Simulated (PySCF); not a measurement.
How methods differ on the ionisation energy of Ne

Ne [Ne] (1S) → Ne⁺ [He] 2s2 2p5 (2P), as a difference of total energies. Computed with PySCF 2.14 in dyall-acv3z (15s9p4d2f, 76 functions), with scalar relativity by spin-free X2C-1e. Correlated levels: valence and next inner shell: nothing frozen; virtual orbitals above 40 to 60 times the deepest correlated orbital energy dropped. The calculations carry no spin-orbit coupling.

Order these methods by the ionisation energy they give, lowest first.
A. SCS-MP2 (valence and next inner shell)
B. CCSD(T) (valence and next inner shell)
C. MP2 (valence and next inner shell)
D. UHF

D (19.641 eV), B (21.434 eV), A (21.485 eV), C (21.639 eV).

Errors of the correlated levels include the incompleteness of this basis.

For comparison: 21.597 eV (measured; NIST levels, between the centres of gravity of the two terms).
